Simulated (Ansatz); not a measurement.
A nudged elastic band was laid between two geometries of CH5Al + H4Si (12 atoms, charge 0, multiplicity 1).

These are results of UHF/def2-SVP (Ansatz), not measurements.

```
movable images  : 9
climbing image  : yes
spring          : 5.0 eV/Å²
optimiser       : quadratic models (default)
start path      : through a guess of the saddle point
force threshold : 0.03 eV/Å
iteration limit : 60
end points      : relaxed
```

Initial state:

```xyz
12
Properties=species:S:1:pos:R:3
Al -0.787 0.134 -1.530
C 1.067 0.760 -1.755
H -1.196 -1.343 -1.934
H -1.928 1.138 -1.075
H -0.392 -0.575 0.886
Si -0.297 -0.674 2.367
H 1.214 1.145 -2.772
H 1.797 -0.041 -1.613
H 1.319 1.576 -1.071
H 1.133 -0.665 2.743
H -0.934 -1.939 2.792
H -0.995 0.484 2.964
```

Final state:

```xyz
12
Properties=species:S:1:pos:R:3
Al -1.594 -0.661 -0.325
C 1.628 1.062 -1.436
H -1.274 -1.832 -1.342
H -2.434 0.580 -0.835
H 1.575 1.135 -0.349
Si -0.836 -0.818 2.037
H 0.705 1.438 -1.880
H 1.784 0.023 -1.730
H 2.463 1.665 -1.792
H 0.605 -1.185 2.116
H -1.603 -1.869 2.761
H -1.019 0.460 2.775
```

(1) Which bonds break or form, and what moves?

(2) Give the energies along the band, and the barrier.

(3) What is the geometry of the highest image?

## Answers

(1) Bonds broken: Al1–C2, H5–Si6. Bonds formed: Al1–Si6, C2–H5. CH5Al + H4Si becomes AlH5Si + CH4.

(2) The forces met the threshold. The highest image is number 4 of 0 to 10, 226.1 kJ/mol above the first end and 231.6 kJ/mol above the last; the last end lies 5.5 kJ/mol below the first. Neighbouring images differ by up to 2.1 eV, so the band resolves the path poorly. A vibrational analysis at the climbing image gives one clearly imaginary mode, 1776i cm⁻¹: a first-order saddle point. The orbitals stay closed-shell, which can raise the energy where a bond breaks towards radicals; this wasn't checked here.

| image | path coordinate (Å) | energy (kJ/mol) | Al1–C2 (Å) | H5–Si6 (Å) | Al1–Si6 (Å) |
| --- | --- | --- | --- | --- | --- |
| 0 | 0.00 | 0.0 | 1.97 | 1.49 | 4.01 |
| 1 | 0.95 | -0.3 | 1.97 | 1.49 | 3.97 |
| 2 | 1.91 | 1.1 | 1.97 | 1.49 | 3.63 |
| 3 | 2.86 | 25.9 | 1.98 | 1.49 | 3.17 |
| 4 | 3.81 | 226.1 | 2.16 | 1.91 | 2.70 |
| 5 | 4.50 | 59.3 | 2.52 | 2.44 | 2.50 |
| 6 | 5.20 | 8.2 | 2.94 | 2.79 | 2.48 |
| 7 | 5.89 | -2.3 | 3.34 | 3.13 | 2.48 |
| 8 | 6.58 | -4.9 | 3.67 | 3.48 | 2.49 |
| 9 | 7.27 | -5.3 | 3.81 | 3.75 | 2.49 |
| 10 | 7.96 | -5.5 | 3.82 | 3.91 | 2.49 |

(3) 
```xyz
12
Properties=species:S:1:pos:R:3
Al -0.927 -0.250 -0.870
C 0.968 0.732 -1.179
H -0.882 -1.694 -1.490
H -2.097 0.800 -0.906
H 0.362 0.160 0.079
Si -0.289 -0.533 1.739
H 0.711 0.919 -2.228
H 1.869 0.119 -1.167
H 1.171 1.701 -0.723
H 0.894 -1.359 2.093
H -1.511 -1.302 2.095
H -0.268 0.707 2.557
```

The run took 3.1 min on 2 threads of Arm Neoverse V2 (shared host), peak memory 0.21 GiB.
